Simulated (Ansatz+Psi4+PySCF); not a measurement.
Values are calculated unless marked as measured or tabulated.
A run of Psi4 1.11 on doublet NH₃(+) at this shape:

```xyz
4

N     0.1165    0.0000    0.0000
H    -0.2833    0.9675    0.0000
H    -0.2718   -0.4699    0.8138
H    -0.2718   -0.4699   -0.8138
```

Its results:

| Property | Result |
| --- | --- |
| Converged | yes |
| Total energy | -55.86937 hartree |
| Spin squared of the determinant | 0.750 |
| Occupied orbitals by symmetry in an Abelian subgroup (alpha; beta) | 4 Ap 1 App; 3 Ap 1 App |

Q: Which input gives this output? Name the method, the orbitals and the basis set, and write the input.

A: ROHF in cc-pVTZ.

```
molecule {
1 2
N 0.116490 0.000000 0.000000
H -0.283260 0.967460 0.000000
H -0.271810 -0.469860 0.813830
H -0.271810 -0.469860 -0.813830
}

set basis cc-pVTZ
set reference rohf
set scf_type pk
energy('scf')
```
